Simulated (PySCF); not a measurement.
Stepwise substitution at one centre (Si H-Cl). All species are isolated molecules in the gas phase. Strings in code marks are SMILES.

The HOMO–LUMO gap from two functionals at the same geometries (r2SCAN-D4/def2-TZVP), both in PySCF: PBE-D3(BJ)/def2-TZVP and r2SCAN-D4/def2-TZVP. 

```json
[
 {"species": "0 of 4 H replaced by Cl (`[SiH4]`)", "r2SCAN-D4/def2-TZVP (eV)": "9.58"},
 {"species": "1 of 4 H replaced by Cl (`[SiH3]Cl`)", "r2SCAN-D4/def2-TZVP (eV)": "7.49"},
 {"species": "2 of 4 H replaced by Cl (`Cl[SiH2]Cl`)", "r2SCAN-D4/def2-TZVP (eV)": "7.57"},
 {"species": "3 of 4 H replaced by Cl (`Cl[SiH](Cl)Cl`)", "r2SCAN-D4/def2-TZVP (eV)": "7.62"},
 {"species": "4 of 4 H replaced by Cl (`Cl[Si](Cl)(Cl)Cl`)", "r2SCAN-D4/def2-TZVP (eV)": "7.23"}
]
```

Task: What does PBE-D3(BJ)/def2-TZVP give for each?

Result: 
- 0 of 4 H replaced by Cl (`[SiH4]`): 8.75
- 1 of 4 H replaced by Cl (`[SiH3]Cl`): 6.68
- 2 of 4 H replaced by Cl (`Cl[SiH2]Cl`): 6.81
- 3 of 4 H replaced by Cl (`Cl[SiH](Cl)Cl`): 6.85
- 4 of 4 H replaced by Cl (`Cl[Si](Cl)(Cl)Cl`): 6.47
Over these rows, drawn at random from the members with no instability flagged (it was tested for open shells, ions and some series alone), PBE minus r2SCAN-D4: mean -0.79 eV, from -0.83 eV to -0.76 eV.
